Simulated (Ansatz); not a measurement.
in.yaml

```yaml
crystal:
  periodic: [false, false, false]
  atoms:
    - {symbol: O, position_ang: [0.000000, 0.000000, 0.000000]}
    - {symbol: C, position_ang: [0.000000, 0.000000, 1.294000]}
basis:
  gaussian: {orbitals: 6-31G}
magnetization: {spin_polarized: false, initial_magnetization: 2}
correlation: {method: bccd_t, electrons: outside_noble_gas}
```

```sh
$ ansatz run in.yaml --threads 1 --pin off --events-out ev --progress --plain --max-ram 2393MiB
```

(1) Roughly how long does this take on 1 thread of Arm Neoverse V1, shared host, and how much host memory?

```
202 factors; integrals over basis functions are off by at most 2.0e-4 eV
mean field evaluation 1: about -3058.4288 eV, gradient 2.4e1 eV
mean field evaluation 2: about -3058.4371 eV, gradient 2.4e1 eV
mean field evaluation 4: about -3060.3189 eV, gradient 4.1e0 eV
mean field evaluation 8: about -3060.5691 eV, gradient 4.7e-1 eV
mean field evaluation 16: about -3058.4277 eV, gradient 2.4e1 eV
mean field evaluation 32: about -3057.1059 eV, gradient 3.1e1 eV
mean field evaluation 64: about -3060.5739 eV, gradient 1.1e-2 eV
mean field evaluation 96: about -3060.2058 eV, gradient 7.3e-1 eV
mean field evaluation 128: about -3060.1065 eV, gradient 1.0e-5 eV
mean field evaluation 160: about -3060.5739 eV, gradient 4.4e-2 eV
...
cycle   4  -5.54672375 eV  change    6.5e-3 eV  update   2.9e-3
cycle   5  -5.54989813 eV  change   -3.2e-3 eV  update   2.0e-3
cycle   6  -5.55006703 eV  change   -1.7e-4 eV  update   8.0e-4
cycle   7  -5.54987663 eV  change    1.9e-4 eV  update   3.4e-4
cycle   8  -5.54990631 eV  change   -3.0e-5 eV  update   1.8e-4
cycle   9  -5.54986591 eV  change    4.0e-5 eV  update   7.8e-5
cycle  10  -5.54981184 eV  change    5.4e-5 eV  update   4.1e-5
cycle  11  -5.54978553 eV  change    2.6e-5 eV  update   2.4e-5
cycle  12  -5.54975083 eV  change    3.5e-5 eV  update   1.3e-5
cycle  13  -5.54974584 eV  change    5.0e-6 eV  update   4.8e-6
perturbative correction -0.27864550 eV, -0.0102400332 hartree
Total energy: -3066.40228879 eV, -112.6882056309 hartree
```

For the same geometry and basis full CI lies 68.6 meV lower.

## Answers

(1) 1.1 s wall and 0.08 GiB.
